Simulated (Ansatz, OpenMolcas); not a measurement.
AlClO (SMILES [O]=[Al][Cl]): methods side by side

The species is AlClO (3 atoms), meant as a singlet with charge 0. SMILES: `[O]=[Al][Cl]`. The shape comes from GFN2-xTB, which is rough for such elements, and wasn't checked as a minimum.

```xyz
3

O     0.1075    1.6943    0.2460
Al    0.0093    0.1472    0.0214
Cl   -0.1168   -1.8415   -0.2673
```

Each level gives the energy change with the Al2–Cl3 bond stretched from 2.014 to 2.517 Å (eV). The values are calculated.

```csv
level,kind,program,value (eV),less FCI/STO-3G,CPU time (all runs)
HF/STO-3G (restricted),Hartree–Fock,Ansatz,1.35,+0.30,0.22 s
SVWN5/STO-3G (restricted),LDA,OpenMolcas,1.09,+0.04,5.7 s
revPBE/STO-3G (restricted),GGA,Ansatz,0.85,-0.20,1.7 s
r2SCAN/STO-3G (restricted),meta-GGA,OpenMolcas,1.01,-0.04,7.9 s
r2SCAN0/STO-3G (restricted),hybrid meta-GGA,Ansatz,1.16,+0.11,4.3 s
HSE06/STO-3G (restricted),range-separated hybrid,Ansatz,1.09,+0.04,2.1 s
B2PLYP/STO-3G (restricted),double hybrid,OpenMolcas,1.04,-0.01,6.5 s
MP2/STO-3G (restricted),perturbation theory,Ansatz,1.18,+0.13,0.26 s
CISD/STO-3G (restricted),coupled cluster or CI,OpenMolcas,1.12,+0.07,3.2 s
FCI/STO-3G,exact in the basis,OpenMolcas,1.05,0.00,64 s
```

FCI/STO-3G is exact within its basis and frozen core, so for wave-function methods in that basis the difference is their error; functionals converge differently with the basis, so for them it is only a difference. The first shape isn't each level's own minimum. The values span 0.85 to 1.35 eV. All rows use very small basis sets, so even the best lies far from the true value. CPU times are rough (shared hosts, several kinds of processor): they show what a rung costs within a factor of a few.
